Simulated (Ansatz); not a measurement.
**CH2MgSi: where a starting geometry ends**

The starting geometry of this gas-phase singlet was optimised with GFN2-xTB.

```csv
atom,x (Å),y (Å),z (Å)
C,0.3569,-0.4124,0.2204
Mg,-1.5380,-1.0764,1.3412
Si,1.4213,0.7003,1.1484
H,0.7477,-1.4145,0.0073
H,-0.1451,-0.0013,-0.6634
```

**Question.** Predict what becomes of its bonds when it is optimised with PBE0-D4/def2-TZVP.

**Answer.** It falls apart into CH2Si + Mg. Contacts that open: C1–Mg2 (2.30 → 3.41 Å).

The energy falls by 0.36 eV over 11 steps:

```json
{"step": "1", "E − E(last) (eV)": "0.362"}
{"step": "2", "E − E(last) (eV)": "0.228"}
{"step": "3", "E − E(last) (eV)": "0.184"}
{"step": "4", "E − E(last) (eV)": "0.055"}
{"step": "5", "E − E(last) (eV)": "0.009"}
{"step": "7", "E − E(last) (eV)": "0.001"}
{"step": "8", "E − E(last) (eV)": "0.000"}
{"step": "9", "E − E(last) (eV)": "0.000"}
{"step": "10", "E − E(last) (eV)": "0.000"}
{"step": "11", "E − E(last) (eV)": "0.000"}
```

Final geometry (Å):

```yaml
atoms:
  - { symbol: C, position_ang: [0.6774, -0.2834, 0.0658] }
  - { symbol: Mg, position_ang: [-2.1857, -1.3859, 1.5510] }
  - { symbol: Si, position_ang: [1.5909, 0.7635, 1.0559] }
  - { symbol: H, position_ang: [0.8305, -1.3626, 0.0293] }
  - { symbol: H, position_ang: [-0.0704, 0.0642, -0.6481] }
```

No frequencies were run, so the end isn't proven a minimum. Run with Ansatz 0.2.0, 15 s on 2 threads of Arm Neoverse V1, on a shared host.
